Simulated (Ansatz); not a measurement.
This geometry of AlClH₄ (6 atoms, charge 0, multiplicity 1) is a first-order saddle point.

The calculation used RKS BHLYP-D4/def2-SVP in Ansatz 0.2.0.

```xyz
6
Properties=species:S:1:pos:R:3
Al 0.010 -0.106 0.031
H 0.015 0.088 1.677
H 1.401 0.150 -0.640
H -1.402 0.073 -0.622
Cl 0.077 -2.410 0.973
H 0.049 -1.176 1.679
```

**Question.** Which two structures does it join? (They come from a converged band through this point; their orientation in space is the band's.)

**Answer.** Bonds broken: Al1–H2, Cl5–H6. Bonds formed: H2–H6. AlClH4 becomes AlClH2 + H2.

First end point:

```xyz
6
Properties=species:S:1:pos:R:3
Al 0.001 0.165 0.014
H -0.004 0.690 1.507
H 1.364 0.119 -0.779
H -1.367 0.042 -0.761
Cl 0.079 -2.383 0.944
H 0.076 -2.014 2.173
```

Last end point:

```xyz
6
Properties=species:S:1:pos:R:3
Al 0.021 -0.609 -0.220
H 0.011 0.242 1.948
H 1.383 0.124 -0.457
H -1.382 0.046 -0.439
Cl 0.083 -2.683 0.177
H 0.034 -0.500 2.090
```

**Question.** How far does it lie above each of them?

**Answer.** 5.3 kcal/mol above the first and 34.6 kcal/mol above the second. This is the barrier of this one path; another mechanism may lie lower. The orbitals stay closed-shell, which can raise the energy where a bond breaks towards radicals; this wasn't checked here.

Time of the run: 90 s on 1 thread of Arm Neoverse V1, on a shared host, peak memory 0.1 GiB.
